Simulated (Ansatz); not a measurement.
**As: which structure is lowest?**

Level of theory: DFT, r2SCAN, plane waves (500 eV) with PAW, scalar-relativistic (Ansatz). The PAW files were generated under PBE, with cores re-solved for the functional.

Each structure is relaxed within its own symmetry, so a high-lying one may be dynamically unstable. No dispersion correction is added.

```
           structure  ΔE (meV/atom)  V (Å³/atom)                                     cell     magnetic state
   grey arsenic (A7)              0        28.21  a = 3.590 Å, c = 15.163 Å (c/a = 4.223)  spin not included
black arsenic (Cmce)              3        24.62   a = 3.648 Å, b = 11.401 Å, c = 4.735 Å  spin not included
        simple cubic            165        19.86                              a = 2.708 Å  spin not included
             diamond            424        27.93                              a = 6.068 Å  spin not included
                 bcc            620        18.81                              a = 3.351 Å  spin not included
   omega (AlB2-type)            627        18.95   a = 4.840 Å, c = 2.802 Å (c/a = 0.579)  spin not included
                dhcp            720        19.07  a = 2.958 Å, c = 10.068 Å (c/a = 3.403)  spin not included
                 fcc            760        19.11                              a = 4.244 Å  spin not included
                 A15            812        19.49                              a = 5.382 Å  spin not included
```

ΔE counts from grey arsenic (A7).

Differences under about 8 meV lie within the error of the k-point mesh.

This functional, with no dispersion term, lets the cell expand far past the measured one (grey arsenic (A7)).
